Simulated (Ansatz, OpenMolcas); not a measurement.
Heat of formation of CHCl3 (chloroform) from total energies

The species is CHCl3 (5 atoms), meant as a singlet with charge 0. As SMILES, `ClC(Cl)Cl`. The shape is that of a PBE0-D4/def2-TZVP optimisation.

Total energies at revPBE/6-311+G** (OpenMolcas 26.06); the atoms run unrestricted:

```
species    state   energy (Eh)
  CHCl3  singlet  -1419.073622
     Cl  doublet   -460.065054
      C  triplet    -37.843437
      H  doublet     -0.504126
```

Harmonic wavenumbers at PBE0-D4/def2-TZVP, in cm⁻¹: 261, 261, 371, 685, 781, 781, 1237, 1237, 3179.

Measured heats of formation of the gaseous atoms at 298.15 K, in kJ/mol: Cl 121.3, C 716.9, H 218.0. Spin-orbit lowering of the atoms at 298 K (mean of the ground term's levels less their thermal mean, from spectra), in kJ/mol: Cl 3.44, C 0.02. Take 1 Eh = 2625.50 kJ/mol, 1 cm⁻¹ = 0.0119627 kJ/mol, RT = 2.479 kJ/mol.

Work out the heat of formation of the gas at 298 K.


1. Electronic atomisation energy: 3 × (-460.065054) + (-37.843437) + (-0.504126) − (-1419.073622) = 0.530897 Eh = 1393.9 kJ/mol.
2. Zero-point energy: half the sum of the wavenumbers, 4396.5 cm⁻¹ = 52.6 kJ/mol.
3. Thermal vibrational enthalpy, Σ hcν̃/(exp(hcν̃/kT) − 1): 4.2 kJ/mol. Translation, rotation and pV of a non-linear molecule: 4 RT = 9.9 kJ/mol.
4. The 5 free atoms carry 5/2 RT each: 31.0 kJ/mol.
5. Spin-orbit coupling lowers the free atoms by 3 × 3.44 + 0.02 = 10.3 kJ/mol.
6. Atomisation enthalpy at 298 K: 1393.9 − 10.3 − 52.6 − 4.2 − 9.9 + 31.0 = 1347.9 kJ/mol.
7. Sum of the atoms' heats of formation: 1298.8 kJ/mol. Heat of formation: 1298.8 − 1347.9 = -49.1 kJ/mol.

The tabulated value is -103.5 kJ/mol (Active Thermochemical Tables), so this level is off by +54.4 kJ/mol, or 3.9 % of the atomisation enthalpy that the table implies (1402.3 kJ/mol). Anharmonicity and any spin-orbit splitting of the molecule are left out.
